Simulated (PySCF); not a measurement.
## Chlorine: highly charged ions in a basis for the neutral atom

Cl⁸⁺ [He] 2s2 2p5, Cl⁹⁺ [He] 2s2 2p4. Calculation: PySCF 2.14, in cc-pVDZ-DK; the spin-free X2C one-electron Hamiltonian (Gaussian nucleus). No spin-orbit coupling, so a gap to NIST mixes the basis error with missing relativistic terms.

Changed run: basis of the neutral atom used for a highly charged ion. This setting is unsound on purpose.

| species | method | sound run (hartree) | changed run (hartree) | converged |
| --- | --- | --- | --- | --- |
| Cl⁸⁺ | UHF | not run | -433.27560 | yes |
| Cl⁸⁺ | B3LYP | not run | -433.60275 | yes |
| Cl⁸⁺ | TPSS | not run | -433.66950 | yes |
| Cl⁹⁺ | UHF | not run | -418.40395 | yes |
| Cl⁹⁺ | B3LYP | not run | -418.66126 | yes |
| Cl⁹⁺ | TPSS | not run | -418.74937 | yes |

Ionisation energy of Cl⁸⁺:

```json
{"method": "UHF", "changed run (eV)": "404.68", "NIST (eV)": "400.85"}
{"method": "B3LYP", "changed run (eV)": "406.58", "NIST (eV)": "400.85"}
{"method": "TPSS", "changed run (eV)": "406.00", "NIST (eV)": "400.85"}
```

The contracted functions were made for the neutral atom and can be too rigid for a highly charged ion.
